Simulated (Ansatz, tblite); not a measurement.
Potential energy curve for Li2, singlet.

GFN2-xTB, 300 K electronic temperature (tblite); FCI = full CI/cc-pVQZ, frozen core in Ansatz (a program for electronic structure).

Energies relative to the lowest point of each curve near equilibrium, in kJ/mol; the last columns give the difference from FCI:

```json
[
 {"R / Å": "2.08", "GFN2-xTB": "4.7", "FCI": "44.4", "GFN2-xTB − FCI": "-39.7"},
 {"R / Å": "2.18", "GFN2-xTB": "1.0", "FCI": "29.1", "GFN2-xTB − FCI": "-28.1"},
 {"R / Å": "2.37", "GFN2-xTB": "0.0", "FCI": "10.2", "GFN2-xTB − FCI": "-10.2"},
 {"R / Å": "2.48", "GFN2-xTB": "2.3", "FCI": "4.1", "GFN2-xTB − FCI": "-1.8"},
 {"R / Å": "2.63", "GFN2-xTB": "8.2", "FCI": "0.3", "GFN2-xTB − FCI": "7.8"},
 {"R / Å": "2.68", "GFN2-xTB": "10.7", "FCI": "0.0", "GFN2-xTB − FCI": "10.7"},
 {"R / Å": "2.74", "GFN2-xTB": "14.2", "FCI": "0.1", "GFN2-xTB − FCI": "14.1"},
 {"R / Å": "2.84", "GFN2-xTB": "20.6", "FCI": "1.3", "GFN2-xTB − FCI": "19.3"},
 {"R / Å": "2.92", "GFN2-xTB": "26.4", "FCI": "3.1", "GFN2-xTB − FCI": "23.3"},
 {"R / Å": "3.00", "GFN2-xTB": "32.5", "FCI": "5.5", "GFN2-xTB − FCI": "27.1"},
 {"R / Å": "3.12", "GFN2-xTB": "41.8", "FCI": "9.9", "GFN2-xTB − FCI": "31.9"},
 {"R / Å": "3.47", "GFN2-xTB": "61.3", "FCI": "26.1", "GFN2-xTB − FCI": "35.2"},
 {"R / Å": "3.70", "GFN2-xTB": "81.5", "FCI": "37.7", "GFN2-xTB − FCI": "43.8"},
 {"R / Å": "4.13", "GFN2-xTB": "121.5", "FCI": "58.0", "GFN2-xTB − FCI": "63.5"},
 {"R / Å": "4.61", "GFN2-xTB": "165.7", "FCI": "75.4", "GFN2-xTB − FCI": "90.3"},
 {"R / Å": "4.91", "GFN2-xTB": "191.9", "FCI": "83.1", "GFN2-xTB − FCI": "108.8"},
 {"R / Å": "5.39", "GFN2-xTB": "229.7", "FCI": "91.1", "GFN2-xTB − FCI": "138.6"},
 {"R / Å": "6.11", "GFN2-xTB": "273.6", "FCI": "96.9", "GFN2-xTB − FCI": "176.7"},
 {"R / Å": "6.67", "GFN2-xTB": "297.6", "FCI": "98.7", "GFN2-xTB − FCI": "198.9"},
 {"R / Å": "7.46", "GFN2-xTB": "320.0", "FCI": "99.8", "GFN2-xTB − FCI": "220.2"},
 {"R / Å": "8.22", "GFN2-xTB": "—", "FCI": "100.2", "GFN2-xTB − FCI": "—"}
]
```

GFN2-xTB is furthest from FCI at 7.46 (220.2 kJ/mol, above); its mean absolute difference over the points is 64.5 kJ/mol.

Dashes: no converged value, or the column stops at the first point that the program doubted or that broke a chosen test of continuity, which isn't proof of a fault.
